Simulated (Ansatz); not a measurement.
We consider hcp Mg, described by RPBE (PAW; Ansatz, an electronic-structure program).

Run with plane-wave cutoff 520 eV, 18×18×12 k mesh (along the axes of the cell as run), Fermi–Dirac smearing 0.05 eV, scalar-relativistic PAW data made under PBE.

Shape and atoms are relaxed at each volume.

Pressure at four volumes; x = ln(V/23.702 Å³). One pressure is withheld.

```csv
V (Å³/atom),x,P (GPa)
22.754,-0.0408,?
23.228,-0.0202,0.723
23.702,0.0000,0.004
24.650,0.0392,-1.236
```

Q: Pass a parabola P(x) through the three rows shown, estimate the bulk modulus and its pressure derivative near zero pressure, and predict the withheld pressure.

A: Slopes between the rows: (0.004 − (0.723))/(0.0000 − (-0.0202)) = -35.59 and (-1.236 − (0.004))/(0.0392 − (0.0000)) = -31.63 GPa. Their difference over the span 0.0594 is c = 3.96/0.0594 = 66.7 GPa, so P(x) = 0.723 + (-35.59)(x − (-0.0202)) + 66.7 (x − (-0.0202))(x − (0.0000)). At the middle row B = −dP/dx = −[-35.59 + 66.7 × 0.0202] = 34.2 GPa, and B′ = dB/dP = 2c/B = 3.9. At x = -0.0408 the parabola gives 1.512 GPa; the run gives 1.519 GPa. The Birch–Murnaghan fit to the energies at all volumes has B0 = 34.2 GPa and B′ = 4.0.

Measured, for comparison: bulk modulus 38.6 GPa (copied from a table, unchecked, extrapolated to 0 K and zero-point effects removed; as tabulated in Lejaeghere et al. (2013), arXiv:1204.2733). Computed (rounded) less measured: bulk modulus not scored (unchecked).

Note: the bulk modulus comes from volumes at which shape and atoms were relaxed.
